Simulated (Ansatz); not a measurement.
Ideal-gas functions of silane, H4Si at 500 K and 1 bar, from an Ansatz frequency run at PBE0-D4/def2-TZVP.

Molar mass 32.12 g/mol, point group Td (symmetry number 12), electronic degeneracy 1, moments of inertia 5.924, 5.925, 5.925 u Å². Harmonic wavenumbers (cm⁻¹, unscaled): 907, 907, 907, 968, 969, 2236, 2245, 2246, 2246.

Use S(trans) = R[1.5 ln M + 2.5 ln T − 1.1517]; rotational temperatures θ = 24.2544 K / I; S(rot) = R[ln(√π/σ · √(T³/θAθBθC)) + 1.5]; for each mode x = 1.438777 ν̃/T, S = R[x/(eˣ − 1) − ln(1 − e⁻ˣ)] and H = RT x/(eˣ − 1); 1 cm⁻¹ = 0.0119627 kJ/mol; R = 8.31446 J/(mol·K).

Task: By hand: the entropy, in J/(mol·K).

Result: Translation 162.9. Rotation: θ = 4.0943, 4.0936, 4.0936 K, giving 56.5. Vibration, mode by mode: 2.36, 2.36, 2.36, 2.05, 2.05, 0.10, 0.10, 0.10, 0.10, in all 11.6. Electronic 0.0. Sum 231.0 J/(mol·K).

Task: By hand: H − E and G − E in kJ/mol, counted from the electronic energy.

Result: Zero-point energy ½ × 13631 × 0.0119627 = 81.5; thermal vibration 4.3; translation, rotation and pV give 4 RT = 16.6. H − E = 102.4 kJ/mol, and G − E = 102.4 − 500 × 231.0/1000 = -13.1 kJ/mol.

Vibration gives 5 % of the entropy.
